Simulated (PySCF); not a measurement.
## Unknown compound

Molecular formula: C₅H₁₂O. Simulated spectra:

1H NMR (400 MHz, computed): δ 3.54 (s, 3H), 3.08 (d, 2H), 1.73 (m, 1H), 0.93 (d, 6H).

13C{1H} NMR (computed): δ 84.6 (CH2), 61.5 (CH3), 33.5 (CH), 21.3 (CH3).

Theoretical values (PySCF 2.14): PBE0/pcSseg-1 with gauge-including orbitals, coordinates at the GFN2-xTB level. Equivalent nuclei averaged, no solvent, one conformer, non-relativistic.

References, each an isolated molecule treated in the same way: 1H, 13C against TMS.

Deduce the structure.

Results:


- The formula gives 0 degrees of unsaturation.
- 4 carbon signals for 5 carbons: some carbons are equivalent by symmetry or fast rotation.
- Carbon types of the structure: 1 × CH, 1 × CH2, 3 × CH3, which accounts for all hydrogens.
- δC 84.6: sp3 CH2 bonded to O; the inductive effect lowers its shielding.
- δC 61.5: methyl carbon bonded to O; deshielded by the electronegative neighbour.
- δC 33.5: sp3 CH; saturated and bonded to C and H only.
- δC 21.3: methyl carbon; saturated and bonded to C and H only.
- δH 3.54: hydrogen on a methyl carbon bonded to O; its carbon carries O, an electronegative neighbour.
- δH 3.08: hydrogen on an sp3 CH2 bonded to O; its carbon carries O, an electronegative neighbour.
- δH 0.93: hydrogen on a methyl carbon; far from electronegative atoms and π systems.

Structure: i-BuOMe.

This is the structure that produced the data.

Shifts are as computed. Against solution values, carbons near 30 ppm lie about +3 ppm off and those near 130 ppm about +5 ppm. Of 1211 compounds with measured shifts, 218 miss one by over three times the rms of a fit or turn the order of signals round; such compounds aren't used in these exercises. No couplings were computed; multiplicities are counted from neighbouring protons, with m where these are inequivalent, close in shift, in a saturated or five-membered ring or joined by F or P, and br s for small geminal =CH2 splittings.
